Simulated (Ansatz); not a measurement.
**CHFSi (quintet): from Hartree-Fock to the top rungs, def2-TZVPP**

One table from this session's results is given with a row withheld; the runs are named, their logs left out.

Method: def2-TZVPP, core rule «outside noble gas», up to 7 orbitals frozen; program: Ansatz 0.2.0, Gaussian basis.

The runs, in order: UHF; ROHF; CCSD(T) on UHF.

2 further runs of the same task are left out: 2 set aside as unsound or not needed.

### What is computed

The geometry is a PBE0/def2-TZVP stationary point (not a proven minimum) of the parent state, kept for this charge and spin.

4 atoms, charge 0, spin multiplicity 5.

Atoms are counted from 1 here; the program's logs count them from 0.

Bond lengths: F1–C2 1.331 Å, C2–Si3 1.857 Å, C2–H4 1.094 Å. Angles: F1–C2–Si3 123.4°, F1–C2–H4 109.0°, Si3–C2–H4 127.6°.

The first run:

in.yaml

```yaml
crystal:
  periodic: [false, false, false]
  atoms:
    - {symbol: F, position_ang: [0.000000, -0.300700, 1.533384]}
    - {symbol: C, position_ang: [0.000000, 0.518965, 0.484561]}
    - {symbol: Si, position_ang: [0.000000, -0.074287, -1.274648]}
    - {symbol: H, position_ang: [0.000000, 1.553738, 0.840684]}
basis:
  gaussian: {orbitals: def2-TZVPP}
magnetization: {spin_polarized: true, initial_magnetization: 4}
hamiltonian: {xc: hf}
output: {orbitals: {seedname: orbitals}}
```

On the command line:

```console
ansatz run in.yaml --threads 1 --pin off --events-out ev --progress --plain --max-ram 3968MiB --backend cpu
```

Among the steps run: UHF; ROHF; CCSD(T) on UHF.

One table of the session follows, with a row left open; its other results are not shown here.

```
  method  from UCCSD(T) (kJ/mol)
    ROHF                 +1253.6
     UHF                 +1237.3
    UMP2                       ?
   UCCSD                   +43.1
UCCSD(T)                       0
```

**Question.** Estimate the row for UMP2.

As computed: from UCCSD(T) (kJ/mol): +108.0. In the column «from UCCSD(T) (kJ/mol)» it lies between UCCSD (+43.1) and UHF (+1237.3).
